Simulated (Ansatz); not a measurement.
# BH3S (triplet): wave-function methods side by side at distance B1–H4 along a hydrogen transfer = 1.308 Å, cc-pVDZ

The task here is to estimate one member of a computed series from the others.

Program: Ansatz 0.2.0, Gaussian basis. Level of theory: cc-pVDZ, core rule «outside noble gas», up to 6 orbitals frozen. These are calculated values, not measurements.

Plan: UHF; CCSD(T) on ROHF; CCSD(T) on UHF; BCCD(T) on ROHF; CISD; CCSDT(Q) on ROHF; CCSDT(Q) on UHF; CASSCF and MRCISD+Q, 4 electrons in 4 orbitals; CASSCF and NEVPT2, 4 electrons in 4 orbitals.

12 further runs of the same task are left out: 7 for a known fault of the program, 5 that didn't finish.

### The system

The geometry derives from fragments relaxed apart (PBE0/def2-TZVP) and kept rigid, so it is no stationary point. A hydrogen atom is moved between rigid fragments.

5 atoms, charge 0, spin multiplicity 3.

Atoms are counted from 1 here; the program's logs count them from 0.

Bond lengths: B1–H2 1.193 Å, B1–H3 1.193 Å, B1–H4 1.308 Å. Angles: H2–B1–H3 120.0°, H2–B1–H4 120.0°, H3–B1–H4 120.0°.

Coordinates:

```
B    -2.08151    0.00000    0.00000
H    -2.67824    1.03357    0.00000
H    -2.67824   -1.03357    0.00000
H    -0.77351    0.00000    0.00000
S     0.89449    0.00000    0.00000
```

Set-up of the first run:

The input, in.yaml:

```yaml
crystal:
  periodic: [false, false, false]
  atoms:
    - {symbol: B, position_ang: [-2.081509, 0.000000, 0.000000]}
    - {symbol: H, position_ang: [-2.678242, 1.033571, 0.000000]}
    - {symbol: H, position_ang: [-2.678242, -1.033571, 0.000000]}
    - {symbol: H, position_ang: [-0.773509, 0.000000, 0.000000]}
    - {symbol: S, position_ang: [0.894491, 0.000000, 0.000000]}
basis:
  gaussian: {orbitals: cc-pVDZ}
magnetization: {spin_polarized: true, initial_magnetization: 2}
hamiltonian: {xc: hf}
output: {orbitals: {seedname: orbitals}}
```

Started as:

```sh
ansatz run in.yaml --threads 1 --pin off --events-out ev --progress --plain --max-ram 2393MiB
```

Steps of the session up to this table: UHF; CCSD(T) on ROHF; CCSD(T) on UHF; BCCD(T) on ROHF; CISD; CCSDT(Q) on ROHF; CCSDT(Q) on UHF; CASSCF and MRCISD+Q, 4 electrons in 4 orbitals; CASSCF and NEVPT2, 4 electrons in 4 orbitals.

One of the session's tables, all rows but one given; the rest of the session is left out.

```
       method  from UCCSDT(Q) (meV)
         ROHF               +6634.0
          UHF               +6435.0
         RMP2               +1256.7
         UMP2               +1287.1
         CISD                +642.7
        RCCSD                +152.7
        UCCSD                +148.7
     RCCSD(T)                 +31.9
     UCCSD(T)                 +31.9
      BCCD(T)                 +31.9
       RCCSDT                  +7.4
       UCCSDT                     ?
    RCCSDT(Q)                  +0.4
    UCCSDT(Q)                     0
  CASSCF pair               +6158.7
  NEVPT2 pair               +1251.3
  MRCISD pair                +576.0
MRCISD+Q pair                 +27.2
```

**Question.** Estimate the row for UCCSDT.

The run gave: from UCCSDT(Q) (meV): +7.0. In the column «from UCCSDT(Q) (meV)» it lies between RCCSDT(Q) (+0.4) and RCCSDT (+7.4).

Among the levels timed on like hardware and quicker than the yardstick, those that no quicker one beats, quickest first: NEVPT2 pair (1.7 s, +1251.3 meV); MRCISD+Q pair (2 s, +27.2 meV).

Limits of these values: Of the multireference levels listed MRCISD+Q pair comes nearest in total energy (+27.2 meV), which doesn't show that its space is the better one. Restricted and unrestricted rows rest on different reference determinants; where their highest levels disagree by more than a few hundredths of an eV, they describe different states and don't form one ladder.
